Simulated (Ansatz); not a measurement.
System: fcc Rh. Method: HSE06-D3(BJ) (Ansatz, a quantum-chemistry and plane-wave program, plane waves, PAW).

Numerical settings: plane-wave cutoff 460 eV, 14×14×14 k mesh, Fermi–Dirac smearing 0.05 eV, no spin polarisation, scalar-relativistic PAW data made under PBE.

Energies at three volumes about the minimum:

| V (Å³/atom) | E − E_lowest (meV/atom) |
|---|---|
| 12.705 | 8.46 |
| 12.980 | 0.00 |
| 13.356 | 7.73 |

Task: Fit a parabola by hand: where is the minimum, what lattice constant follows, and what is the bulk modulus?

Result: Slopes: (0.00 − 8.46)/(12.980 − 12.705) = -30.764 and (7.73 − 0.00)/(13.356 − 12.980) = 20.559 meV/Å³. Curvature E″ = 2 × (20.559 − (-30.764))/(13.356 − 12.705) = 157.674 meV/Å⁶. From the middle of the first interval, the slope vanishes at V0 = 12.8425 − (-30.764)/157.674 = 13.038 Å³/atom. B = V0 E″ = 13.038 × 157.674 meV/Å³ × 0.1602 GPa per meV/Å³ = 329 GPa. With 4 atoms in the cube, a = (4 × 13.038)^(1/3) = 3.736 Å. The full Birch–Murnaghan fit to all volumes gives V0 = 13.029 Å³/atom and B0 = 325 GPa.

Measured, for comparison: bulk modulus 271 GPa (corrected for temperature and zero-point phonon effects, our sources range from 271 to 289; as tabulated in Levämäki et al. (2014), arXiv:1402.3671); lattice constant a 3.794 Å (static lattice: zero-point anharmonic expansion removed; as tabulated in Mejia-Rodriguez and Trickey (2018), arXiv:1807.09216). Computed (rounded) less measured: bulk modulus +20 % (+12 % to +20 % over the range).
